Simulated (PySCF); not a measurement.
Problem. Give a PBE0/6-31+G* geometry of InChI=1S/C4H4S/c1-2-4-5-3-1/h1-4H.

Solution. 
```
atom  x, y, z in Å
C1    -0.7599   -0.6739   -0.0214
C2     0.6633   -0.7478   -0.0216
C3     1.2511    0.4883   -0.0051
S4     0.0793    1.7465    0.0106
C5    -1.2164    0.6162   -0.0047
H6    -1.4155   -1.5382   -0.0331
H7     1.2254   -1.6756   -0.0336
H8     2.3071    0.7266   -0.0015
H9    -2.2418    0.9634   -0.0006
```

Any rigid rotation of these coordinates is as good. Atoms count from 1 in this order. The 5 heavy atoms lie in one plane (0.000 Å rms). The C–C distances run from 1.369 Å (C1–C5, aromatic) to 1.425 Å (C1–C2, aromatic), a spread of 0.056 Å. The 5-membered ring C1–C2–C3–S4–C5 has internal angles of 91.9° to 112.5° (sum 540°, against 540° for a flat polygon); it is planar, 0.00 Å rms from its mean plane, widest ring torsion 0°.

Bonds between heavy atoms (Å): C1–C2 1.425, C2–C3 1.369, C3–S4 1.719, S4–C5 1.719, C1–C5 1.369.

Level of theory: PBE0/6-31+G* geometry optimisation, gas phase in PySCF.

Point group: C2v (every atom within 0.08 Å of its image). Stationary, but not proved a minimum.

Time: 9.6 s; peak memory 0.52 GiB. Hardware: Arm Neoverse V1, one thread, no GPU (shared host). These figures are those of the optimisation.
